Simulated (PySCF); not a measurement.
# UTPSS/def2-TZVP run of N2H3 (hydrazinyl radical)

What is the energy change on altering one bond length of N2H3 (hydrazinyl radical) at UTPSS/def2-TZVP? 

The calculation is run with PySCF 2.14.0.

1 further run of the same task is left out (set aside as unsound or not needed).

### Step 1. Starting point

N2H3: 5 atoms, total charge 0, spin state doublet. As SMILES, `[NH]N`. The coordinates come from a PBE0-D4/def2-TZVP relaxation. This is one conformer, not always the lowest.

Bond lengths: N1–N2 1.338 Å, N1–H3 1.021 Å, N2–H4 1.008 Å, N2–H5 1.012 Å. Angles: N1–N2–H4 113.9°, N1–N2–H5 120.9°, N2–N1–H3 106.1°, H4–N2–H5 114.6°.

### Step 2. A single-point energy at UTPSS/def2-TZVP

The input, job.py:

```python
from pyscf import gto, dft

mol = gto.M(
    atom='''
N     -0.354513    -1.545890     0.858011
N     -0.243132     0.445238    -0.696270
H      1.435889    -1.797980     1.533078
H     -1.948213     1.119285    -1.209481
H      1.109950     1.779328    -0.485338
''',
    unit='bohr',
    verbose=4,
    spin=1,
    max_memory=1860,
    basis='def2-tzvp',
    charge=0,
)

ks = dft.UKS(mol, xc='tpss')
ks.grids.level = 5
ks.conv_tol = 1e-10
ks.kernel()
if not ks.converged:
    ks = ks.newton().run(ks.mo_coeff, ks.mo_occ)

e_final = ks.e_tot
print('E = %.10f Eh' % e_final)
```

Launch:

```console
$ OMP_NUM_THREADS=1 python job.py
```

Output:

```text
PySCF version 2.14.0

[INPUT] num. atoms = 5
[INPUT] num. electrons = 17
[INPUT] charge = 0
[INPUT] spin (= nelec alpha-beta = 2S) = 1
[INPUT] symmetry False subgroup None
[INPUT] Mole.unit = bohr
[INPUT] Symbol           X                Y                Z      unit          X                Y                Z       unit  Magmom
[INPUT]  1 N     -0.187600200575  -0.818049758589   0.454039867919 AA   -0.354513000000  -1.545890000000   0.858011000000 Bohr   0.0
[INPUT]  2 N     -0.128659913645   0.235609803036  -0.368450216647 AA   -0.243132000000   0.445238000000  -0.696270000000 Bohr   0.0
[INPUT]  3 H      0.759839736211  -0.951450041690   0.811269940163 AA    1.435889000000  -1.797980000000   1.533078000000 Bohr   0.0
[INPUT]  4 H     -1.030949921618   0.592300114525  -0.640029782241 AA   -1.948213000000   1.119285000000  -1.209481000000 Bohr   0.0
[INPUT]  5 H      0.587360245261   0.941579828352  -0.256829809193 AA    1.109950000000   1.779328000000  -0.485338000000 Bohr   0.0

nuclear repulsion = 36.7279989658627
number of shells = 34
number of NR pGTOs = 116
number of NR cGTOs = 80
basis = def2-tzvp
ecp = {}

******** <class 'pyscf.dft.uks.UKS'> ********
method = UKS
initial guess = minao
damping factor = 0
level_shift factor = 0
DIIS = <class 'pyscf.scf.diis.CDIIS'>
diis_start_cycle = 1
diis_space = 8
diis_damp = 0
SCF conv_tol = 1e-10
SCF conv_tol_grad = None
SCF max_cycles = 50
direct_scf = True
direct_scf_tol = 1e-13
number electrons alpha = 9  beta = 8
XC library pyscf.dft.libxc version 7.0.0
    S. Lehtola, C. Steigemann, M. J.T. Oliveira, and M. A.L. Marques.,  SoftwareX 7, 1–5 (2018)
XC functionals = tpss
    J. Tao, J. P. Perdew, V. N. Staroverov, and G. E. Scuseria.,  Phys. Rev. Lett. 91, 146401 (2003)
    J. Tao, J. P. Perdew, V. N. Staroverov, and G. E. Scuseria.,  Phys. Rev. Lett. 91, 146401 (2003)
radial grids:
    Treutler-Ahlrichs [JCP 102, 346 (1995); DOI:10.1063/1.469408] (M4) radial grids

becke partition: Becke, JCP 88, 2547 (1988); DOI:10.1063/1.454033
pruning grids: <function nwchem_prune>
grids dens level: 5
symmetrized grids: False
atomic radii adjust function: <function treutler_atomic_radii_adjust>
small_rho_cutoff = 0
Set gradient conv threshold to 1e-05
tot grids = 154848
init E= -111.375546584205
[... the frontier-level lines of each cycle are left out ...]


cycle= 1 E= -111.26311116769  delta_E= 0.112  |g|= 0.237  |ddm|= 1.11
cycle= 2 E= -111.224815374898  delta_E= 0.0383  |g|= 0.378  |ddm|= 0.673
cycle= 3 E= -111.291121429443  delta_E= -0.0663  |g|= 0.0691  |ddm|= 0.436
cycle= 4 E= -111.29224910195  delta_E= -0.00113  |g|= 0.0455  |ddm|= 0.0555
cycle= 5 E= -111.293055636963  delta_E= -0.000807  |g|= 0.00695  |ddm|= 0.0279
cycle= 6 E= -111.293079889747  delta_E= -2.43e-05  |g|= 0.00154  |ddm|= 0.00706
cycle= 7 E= -111.293081132861  delta_E= -1.24e-06  |g|= 0.000519  |ddm|= 0.00185
cycle= 8 E= -111.293081276701  delta_E= -1.44e-07  |g|= 0.000128  |ddm|= 0.00076
cycle= 9 E= -111.293081287173  delta_E= -1.05e-08  |g|= 3.34e-05  |ddm|= 0.000205
cycle= 10 E= -111.293081287941  delta_E= -7.69e-10  |g|= 7.39e-06  |ddm|= 4.83e-05
cycle= 11 E= -111.293081287966  delta_E= -2.47e-11  |g|= 6.19e-06  |ddm|= 1.31e-05
Extra cycle  E= -111.293081287934  delta_E= 3.14e-11  |g|= 1.08e-05  |ddm|= 1.4e-05
converged SCF energy = -111.293081287934  <S^2> = 0.75352891  2S+1 = 2.0035258
E = -111.2930812879 Eh
```

Run time: 34 s. Hardware: 1 thread of Arm Neoverse V2, shared host; peak memory 0.46 GiB.

### Step 3. The distorted shape

The input, run.py:

```python
from pyscf import gto, dft

system = gto.Mole()
system.atom = [
    ('N', (-0.205284, -1.134179, 0.700811)),
    ('N', (-0.128660, 0.235610, -0.368450)),
    ('H', (0.742156, -1.267579, 1.058041)),
    ('H', (-1.030950, 0.592300, -0.640030)),
    ('H', (0.587360, 0.941580, -0.256830)),
]
system.basis = 'def2-tzvp'
system.verbose = 3
system.spin = 1
system.charge = 0
system.max_memory = 1860
system.build()

mf = dft.UKS(system)
mf.xc = 'tpss'
mf.conv_tol = 1e-10
mf.grids.level = 5
mf.kernel()
if not mf.converged:
    mf = mf.newton().run(mf.mo_coeff, mf.mo_occ)

etot = mf.e_tot
print('Final energy', etot)
```

Launch:

```console
$ OMP_NUM_THREADS=1 python run.py
```

Output:

```text
converged SCF energy = -111.238019368816  <S^2> = 0.75472688  2S+1 = 2.0047213
Final energy -111.23801936881648
```

Run time: 39 s. Hardware: 1 thread of Arm Neoverse V2, shared host; peak memory 0.46 GiB.

### Step 4. Results

Level: UTPSS/def2-TZVP.

| quantity | value |
| --- | --- |
| first shape: total energy | -111.29308 Eh |
| first shape: dipole moment | 2.65 D |
| first shape: HOMO energy (highest over α and β) | -3.92 eV |
| first shape: LUMO energy (lowest over α and β) | -1.74 eV |
| first shape: ⟨S²⟩ | 0.754 |
| distorted shape: total energy | -111.23802 Eh |
| distorted shape: dipole moment | 2.11 D |
| distorted shape: HOMO energy (highest over α and β) | -5.55 eV |
| distorted shape: LUMO energy (lowest over α and β) | -3.26 eV |
| distorted shape: ⟨S²⟩ | 0.755 |
| energy change with the N1–N2 bond stretched from 1.338 to 1.739 Å | 1.498 eV |

With the N1–N2 bond stretched from 1.338 to 1.739 Å the energy rises by 1.50 eV (35 kcal/mol). The first shape isn't relaxed at this level, so the change isn't measured from a minimum. Mulliken charges (distorted shape) run from -0.48 on N2 to +0.26 on H4; they depend strongly on the basis.
